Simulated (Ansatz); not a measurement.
Species: C₂H₂Cl, charge 0, doublet. C2H2Cl (SMILES C=[C]Cl, doublet).
B3LYP-D3(BJ)/def2-TZVP minimum from Ansatz (a quantum-chemistry and plane-wave program):
```xyz
5

C      0.0924     0.6987    -0.0099
C      1.3520     1.0534    -0.0189
Cl    -0.7322    -0.7609     0.0128
H      2.1572     0.3219    -0.0114
H      1.6238     2.1015    -0.0342
```
Charge 0, spin multiplicity 2.

Hartree-Fock and MP2 correlation energies in hartree (Ansatz). Open shells are spin-unrestricted; no spin-orbit coupling. Cores are frozen in correlated methods. No relativity. The UHF reference of C2H2Cl (C=[C]Cl, doublet) is spin-contaminated (<S^2> up to 0.21 over the pure value in the sets run).

```csv
basis,X,E(HF),"E(corr, MP2)"
cc-pV(T+d)Z,3,-536.36027,-0.46615
cc-pV(Q+d)Z,4,-536.36887,-0.50381
cc-pV(5+d)Z,5,-536.37066,withheld
```

Task: Fit E(corr) = E∞ + A/X³ to X = 3 and 4, predict X = 5, and compare with the run.

Result: A = (-0.46615 - (-0.50381))/(1/27 - 1/64) = 1.7588; E∞ = -0.50381 - A/64 = -0.53129; at X = 5, E∞ + A/125 = -0.51722. The run gave -0.51910, 1.88 mEh below the prediction. The same form on X = 4 and 5 gives E∞ = -0.53514, 3.85 mEh below the first estimate.
